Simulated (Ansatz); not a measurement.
H2OF, doublet: from triple and quadruple zeta to the limit

```xyz
4

O    -1.2438   -0.0252    0.0000
H    -1.4931    0.9013    0.0000
H     0.2152   -0.0252    0.0000
F     1.1152   -0.0252    0.0000
```

Connectivity, by distances: OH ··· FH.

Ansatz 0.2.0, UHF determinant, valence electrons correlated. Energies in eV.

```tsv
set	X	functions	Hartree–Fock	MP2 correlation	CCSD(T) correlation	time
def2-TZVPP	3	90	-4775.2466	-12.8431	-13.5972	9 s on 1 × NVIDIA H100 80GB HBM3 with 1 thread of AMD EPYC 7R13 Processor (Zen 3), on a shared host
def2-QZVPP	4	174	-4775.4728	-14.0633	-14.7699	17 s on 1 × NVIDIA H100 80GB HBM3 with 1 thread of AMD EPYC 7R13 Processor (Zen 3), with other jobs on the host
```

Hartree–Fock is taken to follow E(X) = E∞ + A·exp(−7.88·√X), correlation E(X) = E∞ + B·X^−2.97.

**Question.** Work out the CCSD(T) energy at the limit, and how far the shortcut misses it that extrapolates MP2 and adds CCSD(T) minus MP2 from the smaller set.

**Answer.** Hartree–Fock: E∞ = E4 + 0.1377·(E4 − E3) = -4775.5040. Correlation: E∞ = E4 + 0.7407·(E4 − E3) = -15.6385 for CCSD(T) and -14.9671 for MP2. The limit is -4791.1425 eV, 0.900 eV below def2-QZVPP. The shortcut gives a correlation energy of -14.9671 + (-0.7541) = -15.7212, 83 meV lower than the direct value.
